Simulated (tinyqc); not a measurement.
UHF in the sto-6g basis, for CH2, spin multiplicity 3, step by step. One step of it, computed by the program tinyqc.

Task: Iteration 2: building the Fock matrix. J_ij = sum D_kl (ij|kl) with D = D(alpha) + D(beta), K_ij = sum D_kl (ik|jl) for each spin; F = H + J - K(s); E = tr D H + tr D J / 2 - 0.5 sum_s tr D(s) K(s) + E_nn.

D(alpha) after iteration 1, order 1C 1s, 1C 2s, 1C 2px, 1C 2py, 1C 2pz, 2H 1s, 3H 1s:
```
[[1.061808, -0.250841, 0.000000, 0.000000, 0.005131, -0.004630, -0.004630],
 [-0.250841, 1.007854, 0.000000, 0.000000, -0.036590, 0.033980, 0.033980],
 [0.000000, 0.000000, 1.000000, 0.000000, 0.000000, 0.000000, 0.000000],
 [0.000000, 0.000000, 0.000000, 1.077386, 0.000000, -0.064748, 0.064748],
 [0.005131, -0.036590, 0.000000, 0.000000, 0.976686, 0.027431, 0.027431],
 [-0.004630, 0.033980, 0.000000, -0.064748, 0.027431, 0.005895, -0.001888],
 [-0.004630, 0.033980, 0.000000, 0.064748, 0.027431, -0.001888, 0.005895]]
```

D(beta) after iteration 1, order 1C 1s, 1C 2s, 1C 2px, 1C 2py, 1C 2pz, 2H 1s, 3H 1s:
```
[[1.056165, -0.219407, 0.000000, 0.000000, 0.019772, -0.024477, -0.024477],
 [-0.219407, 0.840112, 0.000000, 0.000000, -0.112165, 0.118745, 0.118745],
 [0.000000, 0.000000, 0.000000, 0.000000, 0.000000, 0.000000, 0.000000],
 [0.000000, 0.000000, 0.000000, 0.000000, 0.000000, 0.000000, 0.000000],
 [0.019772, -0.112165, 0.000000, 0.000000, 0.943563, 0.057948, 0.057948],
 [-0.024477, 0.118745, 0.000000, 0.000000, 0.057948, 0.022703, 0.022703],
 [-0.024477, 0.118745, 0.000000, 0.000000, 0.057948, 0.022703, 0.022703]]
```

core Hamiltonian H = T + V (hartree), order 1C 1s, 1C 2s, 1C 2px, 1C 2py, 1C 2pz, 2H 1s, 3H 1s:
```
[[-18.742530, -4.306575, 0.000000, 0.000000, -0.012736, -0.684891, -0.684891],
 [-4.306575, -5.463050, 0.000000, 0.000000, -0.133539, -1.720549, -1.720549],
 [0.000000, 0.000000, -4.419011, 0.000000, 0.000000, 0.000000, 0.000000],
 [0.000000, 0.000000, 0.000000, -4.543604, 0.000000, -1.313855, 1.313855],
 [-0.012736, -0.133539, 0.000000, 0.000000, -4.465338, -0.824941, -0.824941],
 [-0.684891, -1.720549, 0.000000, -1.313855, -0.824941, -3.095315, -0.349999],
 [-0.684891, -1.720549, 0.000000, 1.313855, -0.824941, -0.349999, -3.095315]]
```

Two-electron integrals (ij|kl) in chemists' order, unique and non-zero (hartree):
```
(11|11) 3.543743    (21|11) 0.529462    (21|21) 0.100317    (22|11) 0.853596
(22|21) 0.199930    (22|22) 0.624844    (31|31) 0.021271    (32|31) 0.031868
(32|32) 0.138108    (33|11) 0.853598    (33|21) 0.199930    (33|22) 0.624843
(33|33) 0.673218    (41|41) 0.021271    (42|41) 0.031868    (42|42) 0.138108
(43|43) 0.036281    (44|11) 0.853598    (44|21) 0.199930    (44|22) 0.624843
(44|33) 0.600655    (44|44) 0.673218    (51|51) 0.021271    (52|51) 0.031868
(52|52) 0.138108    (53|53) 0.036281    (54|54) 0.036281    (55|11) 0.853598
(55|21) 0.199930    (55|22) 0.624843    (55|33) 0.600655    (55|44) 0.600655
(55|55) 0.673218    (61|11) 0.087747    (61|21) 0.016019    (61|22) 0.031456
(61|33) 0.031338    (61|41) 0.000898    (61|42) 0.001749    (61|44) 0.031596
(61|51) 0.000547    (61|52) 0.001067    (61|54) 0.000157    (61|55) 0.031434
(61|61) 0.002630    (62|11) 0.230085    (62|21) 0.054799    (62|22) 0.191133
(62|33) 0.186429    (62|41) 0.004758    (62|42) 0.032975    (62|44) 0.196716
(62|51) 0.002902    (62|52) 0.020108    (62|54) 0.006273    (62|55) 0.190254
(62|61) 0.009055    (62|62) 0.080614    (63|31) 0.005590    (63|32) 0.029376
(63|43) 0.006279    (63|53) 0.003829    (63|63) 0.009245    (64|11) 0.176687
(64|21) 0.042635    (64|22) 0.157275    (64|33) 0.149576    (64|41) 0.008719
(64|42) 0.054002    (64|44) 0.169817    (64|51) 0.001908    (64|52) 0.015016
(64|54) 0.008513    (64|55) 0.152433    (64|61) 0.007352    (64|62) 0.078551
(64|64) 0.084339    (65|11) 0.107740    (65|21) 0.025998    (65|22) 0.095903
(65|33) 0.091208    (65|41) 0.001908    (65|42) 0.015016    (65|44) 0.095893
(65|51) 0.006753    (65|52) 0.038533    (65|54) 0.009135    (65|55) 0.100608
(65|61) 0.004483    (65|62) 0.047899    (65|64) 0.045791    (65|65) 0.037167
(66|11) 0.397929    (66|21) 0.096577    (66|22) 0.383628    (66|33) 0.364285
(66|41) 0.009716    (66|42) 0.092117    (66|44) 0.406586    (66|51) 0.005925
(66|52) 0.056171    (66|54) 0.025794    (66|55) 0.380014    (66|61) 0.016168
(66|62) 0.213228    (66|64) 0.228512    (66|65) 0.139342    (66|66) 0.774999
(71|11) 0.087747    (71|21) 0.016019    (71|22) 0.031456    (71|33) 0.031338
(71|41) -0.000898   (71|42) -0.001749   (71|44) 0.031596    (71|51) 0.000547
(71|52) 0.001067    (71|54) -0.000157   (71|55) 0.031434    (71|61) 0.002547
(71|62) 0.008448    (71|64) 0.006283    (71|65) 0.004194    (71|66) 0.014836
(71|71) 0.002630    (72|11) 0.230085    (72|21) 0.054799    (72|22) 0.191133
(72|33) 0.186429    (72|41) -0.004758   (72|42) -0.032975   (72|44) 0.196716
(72|51) 0.002902    (72|52) 0.020108    (72|54) -0.006273   (72|55) 0.190254
(72|61) 0.008448    (72|62) 0.055145    (72|64) 0.039401    (72|65) 0.031922
(72|66) 0.111266    (72|71) 0.009055    (72|72) 0.080614    (73|31) 0.005590
(73|32) 0.029376    (73|43) -0.006279   (73|53) 0.003829    (73|63) 0.005814
(73|73) 0.009245    (74|11) -0.176687   (74|21) -0.042635   (74|22) -0.157275
(74|33) -0.149576   (74|41) 0.008719    (74|42) 0.054002    (74|44) -0.169817
(74|51) -0.001908   (74|52) -0.015016   (74|54) 0.008513    (74|55) -0.152433
(74|61) -0.006283   (74|62) -0.039401   (74|64) -0.023381   (74|65) -0.022419
(74|66) -0.075898   (74|71) -0.007352   (74|72) -0.078551   (74|74) 0.084339
(75|11) 0.107740    (75|21) 0.025998    (75|22) 0.095903    (75|33) 0.091208
(75|41) -0.001908   (75|42) -0.015016   (75|44) 0.095893    (75|51) 0.006753
(75|52) 0.038533    (75|54) -0.009135   (75|55) 0.100608    (75|61) 0.004194
(75|62) 0.031922    (75|64) 0.022419    (75|65) 0.023899    (75|66) 0.067760
(75|71) 0.004483    (75|72) 0.047899    (75|74) -0.045791   (75|75) 0.037167
(76|11) 0.042816    (76|21) 0.010244    (76|22) 0.037246    (76|33) 0.036240
(76|44) 0.037334    (76|51) 0.000889    (76|52) 0.006649    (76|55) 0.038163
(76|61) 0.001649    (76|62) 0.013974    (76|64) 0.011928    (76|65) 0.009114
(76|66) 0.034711    (76|71) 0.001649    (76|72) 0.013974    (76|74) -0.011928
(76|75) 0.009114    (76|76) 0.003069    (77|11) 0.397929    (77|21) 0.096577
(77|22) 0.383628    (77|33) 0.364285    (77|41) -0.009716   (77|42) -0.092117
(77|44) 0.406586    (77|51) 0.005925    (77|52) 0.056171    (77|54) -0.025794
(77|55) 0.380014    (77|61) 0.014836    (77|62) 0.111266    (77|64) 0.075898
(77|65) 0.067760    (77|66) 0.234858    (77|71) 0.016168    (77|72) 0.213228
(77|74) -0.228512   (77|75) 0.139342    (77|76) 0.034711    (77|77) 0.774999
```

nuclear repulsion = 5.05444454 hartree

Give: Coulomb J; exchange K(alpha); exchange K(beta); F(alpha); F(beta); total energy of this density.

Result:

Coulomb J (hartree), order 1C 1s, 1C 2s, 1C 2px, 1C 2py, 1C 2pz, 2H 1s, 3H 1s:
```
[[12.1433, 2.2312, 0.0000, 0.0000, -0.0045, 0.3601, 0.3601],
 [2.2312, 5.4011, 0.0000, 0.0000, -0.0146, 1.5955, 1.5955],
 [0.0000, 0.0000, 5.3733, 0.0000, 0.0000, 0.0000, 0.0000],
 [0.0000, 0.0000, 0.0000, 5.3840, 0.0000, 1.2878, -1.2878],
 [-0.0045, -0.0146, 0.0000, 0.0000, 5.4459, 0.7893, 0.7893],
 [0.3601, 1.5955, 0.0000, 1.2878, 0.7893, 3.1001, 0.3082],
 [0.3601, 1.5955, 0.0000, -1.2878, 0.7893, 0.3082, 3.1001]]
```

exchange K(alpha) (hartree), order 1C 1s, 1C 2s, 1C 2px, 1C 2py, 1C 2pz, 2H 1s, 3H 1s:
```
[[3.6636, 0.6248, 0.0000, 0.0000, -0.0013, 0.1097, 0.1097],
 [0.6248, 1.0771, 0.0000, 0.0000, -0.0089, 0.3239, 0.3239],
 [0.0000, 0.0000, 0.8963, 0.0000, 0.0000, 0.0000, 0.0000],
 [0.0000, 0.0000, 0.0000, 0.9080, 0.0000, 0.2062, -0.2062],
 [-0.0013, -0.0089, 0.0000, 0.0000, 0.8928, 0.1384, 0.1384],
 [0.1097, 0.3239, 0.0000, 0.2062, 0.1384, 0.2123, 0.0765],
 [0.1097, 0.3239, 0.0000, -0.2062, 0.1384, 0.0765, 0.2123]]
```

exchange K(beta) (hartree), order 1C 1s, 1C 2s, 1C 2px, 1C 2py, 1C 2pz, 2H 1s, 3H 1s:
```
[[3.6142, 0.5576, 0.0000, 0.0000, -0.0028, 0.0955, 0.0955],
 [0.5576, 0.7697, 0.0000, 0.0000, -0.0247, 0.2618, 0.2618],
 [0.0000, 0.0000, 0.1737, 0.0000, 0.0000, 0.0000, 0.0000],
 [0.0000, 0.0000, 0.0000, 0.1883, 0.0000, 0.0551, -0.0551],
 [-0.0028, -0.0247, 0.0000, 0.0000, 0.8035, 0.1361, 0.1361],
 [0.0955, 0.2618, 0.0000, 0.0551, 0.1361, 0.1806, 0.1057],
 [0.0955, 0.2618, 0.0000, -0.0551, 0.1361, 0.1057, 0.1806]]
```

F(alpha) (hartree), order 1C 1s, 1C 2s, 1C 2px, 1C 2py, 1C 2pz, 2H 1s, 3H 1s:
```
[[-10.2628, -2.7002, 0.0000, 0.0000, -0.0160, -0.4345, -0.4345],
 [-2.7002, -1.1391, 0.0000, 0.0000, -0.1392, -0.4490, -0.4490],
 [0.0000, 0.0000, 0.0580, 0.0000, 0.0000, 0.0000, 0.0000],
 [0.0000, 0.0000, 0.0000, -0.0676, 0.0000, -0.2323, 0.2323],
 [-0.0160, -0.1392, 0.0000, 0.0000, 0.0877, -0.1740, -0.1740],
 [-0.4345, -0.4490, 0.0000, -0.2323, -0.1740, -0.2075, -0.1184],
 [-0.4345, -0.4490, 0.0000, 0.2323, -0.1740, -0.1184, -0.2075]]
```

F(beta) (hartree), order 1C 1s, 1C 2s, 1C 2px, 1C 2py, 1C 2pz, 2H 1s, 3H 1s:
```
[[-10.2134, -2.6331, 0.0000, 0.0000, -0.0145, -0.4203, -0.4203],
 [-2.6331, -0.8317, 0.0000, 0.0000, -0.1234, -0.3868, -0.3868],
 [0.0000, 0.0000, 0.7806, 0.0000, 0.0000, 0.0000, 0.0000],
 [0.0000, 0.0000, 0.0000, 0.6521, 0.0000, -0.0812, 0.0812],
 [-0.0145, -0.1234, 0.0000, 0.0000, 0.1771, -0.1717, -0.1717],
 [-0.4203, -0.3868, 0.0000, -0.0812, -0.1717, -0.1758, -0.1475],
 [-0.4203, -0.3868, 0.0000, 0.0812, -0.1717, -0.1475, -0.1758]]
```

total energy of this density = -37.771750 hartree
